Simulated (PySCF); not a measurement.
**Worked example: correlation energy of SiH4, singlet**

Geometry: MP2(full)/6-31G*, from the G2/97 set.

| atom | x (Å) | y (Å) | z (Å) |
| --- | --- | --- | --- |
| Si | 0.0000 | 0.0000 | 0.0000 |
| H | 0.8561 | 0.8561 | 0.8561 |
| H | -0.8561 | -0.8561 | 0.8561 |
| H | -0.8561 | 0.8561 | -0.8561 |
| H | 0.8561 | -0.8561 | -0.8561 |

Basis cc-pV(T+d)Z; PySCF 2.14.0. Correlated methods freeze the noble-gas cores, which leaves 8 electrons in 90 orbitals. Prefix R: restricted or restricted open-shell reference.

Full CI isn't at hand for all of this; RCCSDT(Q) serves as the reference, and is uncertain by about the last step of the cluster series.

```csv
level,total energy (hartree)
RHF,-291.263512
RMP2,-291.406518
RCCSD,-291.436297
RCCSD(T),-291.440103
RCCSDT,-291.440833
RCCSDT(Q),-291.440929
```

Question: What is the correlation energy at RCCSDT(Q), and what share of it do RMP2 and RCCSD(T) recover?

Answer: E(corr) = -291.440929 − (-291.263512) = -0.177417 hartree = -4.828 eV. RMP2: -0.143006 / -0.177417 = 80.60 %. RCCSD(T): -0.176591 / -0.177417 = 99.53 %.

Question: By how many kcal/mol does RCCSD(T) miss RCCSDT(Q) (1 hartree = 627.509 kcal/mol), and which steps make up the rest?

Answer: -291.440103 − (-291.440929) = 0.000826 hartree = 0.52 kcal/mol. Steps: RCCSDT − RCCSD(T) = -0.46, RCCSDT(Q) − RCCSDT = -0.06 kcal/mol. That is within 1 kcal/mol of the reference in this basis, which itself misses far more of the correlation at the basis-set limit.
